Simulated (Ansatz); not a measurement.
COF2, singlet: the ladder up to RCCSDTQ

Geometry: MP2(full)/6-31G*, from the G2/97 set.

```xyz
4

O     0.0000    0.0000    1.3501
C     0.0000    0.0000    0.1637
F     0.0000    1.0695   -0.6202
F     0.0000   -1.0695   -0.6202
```

Basis 6-31G; Ansatz 0.2.0. Only valence electrons are correlated (noble-gas cores frozen), which leaves 24 electrons in 32 orbitals. Prefix R: restricted or restricted open-shell reference. Active spaces: valence = (18e, 13o, short of the full valence) chosen from the atoms' valence shells.

Full CI isn't at hand for all of this; RCCSDTQ serves as the reference, and is uncertain by about the last step of the cluster series.

* UHF ⟨S²⟩: 0.000
* T1 diagnostic (RCCSD): 0.0151
* largest doubles amplitude (RCCSD): 0.105

Task: From what is known of these methods and the diagnostics, rank them by the size of their error in total energy against RCCSDTQ in 6-31G, smallest first (an estimate: the text doesn't fix the numbers).
A. MRCISD (valence space)
B. RCCSDT(Q)
C. CASSCF (valence space)
D. CISD
E. RMP2

Result: B (6 meV), E (251 meV), A (654 meV), D (1686 meV), C (8128 meV).

All errors are against RCCSDTQ in 6-31G. Below it: RCCSDT(Q). Within each family the higher level lies nearer, as is usual though not guaranteed.

Natural occupations of CASSCF (valence space) about the gap: 1.983 1.982 1.973 1.970 1.942 0.072 0.040 0.036 0.022; effectively unpaired electrons, Σ n²(2−n)², 0.05.

Atomization energy (electronic, same basis, no zero-point term; atoms at the same level, unrestricted beside the R rows where the molecule is a closed shell, with restricted open-shell steps beyond CCSDT(Q)) at RCCSDTQ: 1318.6 kJ/mol. Errors of other levels:

| level | error (kJ/mol) |
| --- | --- |
| RHF | -536.6 |
| RMP2 | 69.2 |
| CISD | -145.9 |
| RCCSD | -32.1 |
| RCCSD(T) | -3.9 |
| BCCD(T) | -2.8 |
| RCCSDT | -3.9 |
| RCCSDT(Q) | 0.6 |

This basis is far from its limit, so the value isn't to be set against a measured one. Truncated CI isn't size-consistent, which counts against it in atomization.
